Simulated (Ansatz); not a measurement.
Consider the atomization: `C/C=C\F` → 3 C• + F• + 5 H•.

Computed with Ansatz on PBE0-D4/def2-TZVP structures; ΔE is electronic, products minus reactants. CBS: MP2 limit from def2 TZ/QZ plus the TZ coupled-cluster correction, frozen cores. This one scheme is used for every species, atoms too. No spin–orbit coupling; open shells (•) take unrestricted orbitals. Spin–orbit coupling would lower the free atoms: a little for C, F.

```json
{"level": "MP2/def2-TZVPP", "ΔE (kJ/mol)": "3614.6"}
{"level": "MP2/def2-QZVPP", "ΔE (kJ/mol)": "3663.0"}
```

(1) What does CCSD(T)/CBS give? (An estimate is asked.)

Largest T1 diagnostic among the species: 0.011.

Results:

(1) Ansatz gave: +3635.4 kJ/mol. The listed levels differ from it by -20.8, 27.6 kJ/mol.

The D4 term adds +18.9 kJ/mol with B3LYP and +9.8 kJ/mol with PBE0; it sums over pairs of atoms, weighted by their polarisabilities, and B3LYP, whose exchange is more repulsive, gets the larger term. From PBE to PBE0 (25 % exact exchange), in def2-TZVPP and without D4, ΔE moves by −72.5 kJ/mol: exact exchange takes away binding that semilocal exchange gives to molecules.

B3LYP here is the variant with VWN-RPA as its local correlation; programs differ in this.

For atomizations the MP2-based limit and the directly extrapolated one differ by several kJ/mol either way, and by 10 to 25 for some Ge, Se and Sn compounds, so smaller differences from it don't rank the levels.
